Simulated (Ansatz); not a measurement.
Geometry optimisation, RKS CAM-B3LYP/6-31G* in Ansatz.

The input (input.yaml):

```yaml
crystal:
  periodic: [false, false, false]
  atoms:
    - { symbol: Al, position_ang: [-0.002942, -0.420542, -0.513637] }
    - { symbol: C, position_ang: [-0.053994, -0.248403, 2.65026] }
    - { symbol: H, position_ang: [-0.977041, -0.20644, 3.232175] }
    - { symbol: H, position_ang: [0.798429, -0.400714, 3.314631] }
    - { symbol: H, position_ang: [0.084532, 0.704067, 2.127172] }
    - { symbol: H, position_ang: [1.423257, 0.208627, -0.730883] }
    - { symbol: H, position_ang: [-1.370695, 0.33805, -0.770755] }
    - { symbol: O, position_ang: [-0.026832, -2.103404, -0.031688] }
    - { symbol: H, position_ang: [-0.892339, -2.526977, -0.002168] }
    - { symbol: H, position_ang: [-0.093275, -1.091563, 1.940294] }
basis:
  gaussian: { orbitals: "6-31G*" }
hamiltonian:
  xc: cam_b3lyp
relax:
  f_tol: 0.03
  max_steps: 50
output:
  orbitals: {}
```

Command:

```bash
$ ansatz run input.yaml --threads 1 --pin off --max-ram 2048MiB --backend cpu --events-out ev --progress --plain --runs-dir out
```

Question: Where does it end, and by what steps?

Answer: The forces met the threshold. After 6 steps the energy has fallen by 0.072 eV; O8 moved furthest, 0.31 Å.

```tsv
step	energy less start (eV)	largest force component (eV/Å)	accepted
0	0.0000	0.798	yes
1	-0.0326	0.771	yes
2	-0.0326	0.840	yes
3	-0.0559	0.688	yes
4	-0.0630	0.487	yes
5	-0.0702	0.245	yes
6	-0.0724	0.025	yes
```

```xyz
10
Properties=species:S:1:pos:R:3
Al -0.021 -0.473 -0.530
C -0.027 -0.201 2.726
H -0.996 -0.115 3.220
H 0.772 -0.196 3.471
H 0.111 0.660 2.064
H 1.413 0.165 -0.673
H -1.378 0.341 -0.633
O -0.075 -2.170 -0.333
H -0.925 -2.619 -0.264
H 0.016 -1.139 2.168
```

Whether the end is a true minimum wasn't checked by a vibrational analysis.

The run took 23 s on 1 thread of Arm Neoverse V1, on a shared host, peak memory 0.14 GiB.
